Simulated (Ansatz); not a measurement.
System: zinc-blende HgSe. Method: LDA (Ansatz, an electronic-structure program, plane waves, PAW).

The input as run:

Ansatz 0.2 input:
```yaml
crystal:
  lattice:
    - [0.0, 3.0112363546, 3.0112363546]
    - [3.0112363546, 0.0, 3.0112363546]
    - [3.0112363546, 3.0112363546, 0.0]
  atoms:
    - { symbol: Hg, position: [0.0, 0.0, 0.0] }
    - { symbol: Se, position: [0.25, 0.25, 0.25] }
basis:
  ecutwfc: 520
  ecutrho_ratio: 4
  xc_grid: 2
kpoints:
  mp_grid: { grid: [10, 10, 10] }
hamiltonian:
  xc: lda
  dispersion: none
  pseudopotentials: { kind: paw }
scf:
  occupations: { method: fermi_dirac, width: 0.01 }
  convergence: { dr2_threshold: 0.0000000002 }
output:
  forces: true
  stress: true
  eigenvalues: true
```

How many irreducible k-points, plane waves at Γ does the program set up, and what pressure does the run end with?

47 irreducible k-points, 1459 plane waves at Γ; P = 1.23 GPa, so the cell is compressed and would expand at this level.

Output (set-up and result lines):

```
Crystal: 2 atoms, lattice volume = 54.609 Å³
Basis set: ecut = 520 eV, 1459 PW (Γ), exchange–correlation on 64×64×64 points (8 copies of the dense FFT grid, shifted against one another)
Bands: 22, of which v1, the nominal top of the filled ones, is band 18 counted from 1 (17 counted from 0)
Symmetry: 24 space group operations
Space group: F-43m (ITA 216), of the structure as read, at distance tolerance 3.8e-5 Å
k-points: 47 of 1000 (time reversal used)
Functional: x = slater, c = lda
SCF iter   1: F=—  HF=-18906.059996 eV  |F-HF|=—  |Δ(HF+E_count)|=         —  Δρ=4.96e-3  dr2=1.14e-2
SCF iter   2: F=—  HF=-18906.057631 eV  |F-HF|=—  |Δ(HF+E_count)|=   2.36e-3  Δρ=2.28e-3  dr2=1.10e-3
  ...
SCF iter   7: F=—  HF=-18906.057462 eV  |F-HF|=—  |Δ(HF+E_count)|=   2.51e-9  Δρ=8.79e-7  dr2=2.56e-10
SCF iter   8: F=-18906.057462 eV  HF=-18906.057462 eV  |F-HF|=3.64e-12  |Δ(HF+E_count)|=  5.09e-11  Δρ=8.92e-8  dr2=2.57e-12
SCF 1 converged in 8 iterations: F = -18906.057462 eV  dr2 = 2.57e-12
SCF converged after 8 iterations
Free energy (F): -18906.057462 eV
Internal energy: -18906.057424 eV  (E = F + TS)
E sigma→0 (E₀):  -18906.057443 eV
Fermi energy:    9.041802 eV
--- Stress (GPa, compression-positive) ---
        1.227039      -0.000000      -0.000000
       -0.000000       1.227039       0.000000
       -0.000000       0.000000       1.227039
  P = ⅓ Tr σ = 1.2270 GPa (12.270 kbar)
```

The cell is one volume of an energy–volume scan, off the minimum.

The PAW data were made under PBE.

Computing time: around 6 core-seconds (rough).
